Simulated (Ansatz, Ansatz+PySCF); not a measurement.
```xyz
5

C     0.0000    0.0000   -0.6682
F     0.0000    0.0000    0.8043
H     0.0000   -1.1189   -1.0763
H    -0.9690    0.5595   -1.0763
H     0.9690    0.5595   -1.0763
```

RHF on singlet CH₃F was run in several spherical basis sets with Ansatz (development build ahead of 0.2.0).

(1) Rank the basis sets by the total energy that they give, lowest first, with the distance from the lowest.
A. cc-pVTZ
B. cc-pVDZ
C. 6-31G(d)
D. def2-SVP
E. def2-TZVP

Results:

(1) E (0.00 eV), A (0.19 eV), B (1.44 eV), C (1.86 eV), D (4.62 eV).

Totals follow the description of the cores as much as that of the bonds, so this order isn't one of quality for chemistry.
